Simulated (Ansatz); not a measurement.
Consider the ligand exchange at the Si–S bond: `[SiH3]S` + CH₃NH₂ → `CN[SiH3]` + H₂S.

Program: Ansatz. Geometries: PBE0-D4/def2-TZVP. ΔE: electronic, gas phase. CBS: MP2 limit from def2 TZ/QZ plus the TZ coupled-cluster correction, frozen cores. This one scheme is used for every species. DFT in def2-TZVPP.

CCSD(T)/CBS gives +10.2 kJ/mol.

Question: Another level gave +3.8 kJ/mol. Which?
A. CAM-B3LYP-D4/def2-TZVPP
B. BLYP-D4/def2-TZVPP
C. B97M-V/def2-TZVPP
D. PBE/def2-TZVPP

Answer: A. CAM-B3LYP-D4 3.8, B97M-V 12.0, PBE 18.7, BLYP-D4 7.9 kJ/mol.

Largest T1 diagnostic among the species: 0.011.

From BLYP to BHLYP (50 % exact exchange), in def2-TZVPP and without D4, ΔE moves by −4.1 kJ/mol. At CCSD(T), def2-SVP lies −5.6 kJ/mol from the extrapolated value and def2-TZVPP −2.1 kJ/mol. Leaving LDA and LC-ωPBE aside and taking each functional with its dispersion term where it has one, the values, not all of them listed here, spread over 13.2 kJ/mol, from CAM-B3LYP-D4 to PBE-D4. LDA lies −9.0 kJ/mol from PBE without D4.
